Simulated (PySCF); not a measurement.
Compound: phosphanamine, H₄NP.
SMILES: `NP`

Torsions of this conformer, `[NH2:1][PH2:2]`: H–N1–P2–H 162°, H–N1–P2–H -104°.

The closed-shell ground state was solved at several levels (PySCF, density fitting, gas phase, non-relativistic). Geometry: PBE0-D3(BJ)/def2-SVP, one conformer, isolated molecule.

```json
{"level": "KT3/pcSseg-2", "basis functions": "135", "HOMO (eV)": "-6.18", "LUMO (eV)": "-1.00", "gap (eV)": "5.18", "dipole (D)": "1.57"}
{"level": "B3LYP/cc-pVTZ", "basis functions": "120", "HOMO (eV)": "-7.01", "LUMO (eV)": "0.05", "gap (eV)": "7.06", "dipole (D)": "1.58"}
{"level": "PBE0/pcSseg-1", "basis functions": "61", "HOMO (eV)": "-7.23", "LUMO (eV)": "0.51", "gap (eV)": "7.74", "dipole (D)": "1.72"}
{"level": "B3LYP/6-31G*", "basis functions": "40", "HOMO (eV)": "-6.86", "LUMO (eV)": "0.59", "gap (eV)": "7.45", "dipole (D)": "1.79"}
{"level": "B3LYP/def2-SVPD", "basis functions": "76", "HOMO (eV)": "-7.05", "LUMO (eV)": "-0.09", "gap (eV)": "6.96", "dipole (D)": "1.53"}
{"level": "B3LYP/def2-TZVP", "basis functions": "92", "HOMO (eV)": "-7.04", "LUMO (eV)": "-0.08", "gap (eV)": "6.96", "dipole (D)": "1.61"}
```

Problem. Estimate the row for B3LYP/aug-cc-pVTZ-J, a basis of 194 functions; the other rows only guide the guess.

Solution. HOMO -7.11 eV, LUMO -0.73 eV, gap 6.38 eV, dipole 1.54 D.

Problem. Over all these levels, which gives the widest orbital gap and which the narrowest?

Solution. PBE0/pcSseg-1 (global hybrid, 25 % exact exchange) has the widest, 7.74 eV, and KT3/pcSseg-2 (GGA) the narrowest, 5.18 eV. Functional and basis both differ between the two, so the spread mixes both effects.

Problem. How much does the basis alone move the frontier levels among the 5 B3LYP rows (the withheld one included)?

Solution. The HOMO by 0.25 eV and the LUMO by 1.32 eV. By rising basis size (HOMO, LUMO in eV): 6-31G* -6.86, 0.59; def2-SVPD -7.05, -0.09; def2-TZVP -7.04, -0.08; cc-pVTZ -7.01, 0.05; aug-cc-pVTZ-J -7.11, -0.73.

Problem. How far do the dipole and the HOMO energy spread over the levels?

Solution. The dipole runs from 1.53 to 1.79 D (mean 1.62 D) and the HOMO from -7.23 to -6.18 eV.
